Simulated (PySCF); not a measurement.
## State search for BCl⁺

Unrestricted PBE0; B def2-TZVP, Cl def2-TZVP; no relativity (PySCF 2.14). Outer shells of the fragments: B+ 2s2; Cl 3s2 3p5.

Followed along the bond (rough minima from three points):

```
2Ms+1   unpaired  ⟨S²⟩ at the start  R at minimum (Å)  Te (eV)
    2        σ ↑               0.76              1.60     0.00
    4  σ ↑, π ↑↑               3.76              1.87     5.19
```

Solutions found at the starting distance of 1.885 Å, counted from the lowest of them; the search is not exhaustive and high or unbound solutions are not listed, so other states can lie among these:

| 2Ms+1 | unpaired | term | E (eV) | ⟨S²⟩ | ⟨Lz²⟩ | μ (D) |
| --- | --- | --- | --- | --- | --- | --- |
| 2 | σ ↑ | ²Σ⁺ | 0.00 | 0.76 | 0.00 | -4.28 |
| 2 | π ↑ | ²Π | 2.50 | 0.76 | 1.01 | -0.49 |
| 4 | σ ↑, π ↑↑ | mixed | 4.16 | 3.76 | 2.01 | -1.31 |
| 4 | σ ↑, π ↑↑ | mixed | 4.40 | 3.75 | 2.01 | -1.36 |
| 2 | σ ↑, π ↑↓ | mixed | 4.51 | 1.76 | 2.01 | -1.35 |
| 4 | σ ↑↑, π ↑ | ⁴Π | 7.09 | 3.76 | 1.00 | -1.83 |
| 4 | σ ↑↑, π ↑ | ⁴Π | 7.94 | 3.76 | 1.02 | -3.06 |

A term symbol is given only where ⟨S²⟩ and ⟨Lz²⟩ are close to those of a pure state; real π, δ and φ orbitals otherwise mix terms. A positive dipole points towards Cl; it is taken about the centre of mass and depends on that origin.

Problem. Compare the gap between the two lowest followed solutions at the starting distance with the gap between their minima.

Solution. At PBE0 the second solution (quartet, unpaired electrons σ ↑, π ↑↑) lies +4.16 eV from the first (doublet, unpaired electrons σ ↑) at 1.885 Å and +5.19 eV at the minima; the two curves relax by different amounts, since their minima lie near 1.87 and 1.60 Å.

Counting both spins, an empty level lies below a filled one in some of these solutions, because spin and occupation are held.
